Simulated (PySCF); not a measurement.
These are PBE0-D4/def2-TZVP run with PySCF values and carry that method's errors. Gas-phase values, no solvent. One relaxed conformer stands for a flexible species; it need not be the lowest. 

Reference species (SMILES): `[OH]` (neutral, multiplicity 2).

```
Item                             Result
-----------------------------  --------
highest occupied spin orbital  -9.09 eV
```

Changed species: `CN(C)[SiH2]` (radical fragment; the reference has radical fragment).

Q: Predict the effect on the highest occupied spin orbital.

A: the highest occupied spin orbital rises by 4.02 eV, to -5.07 eV.
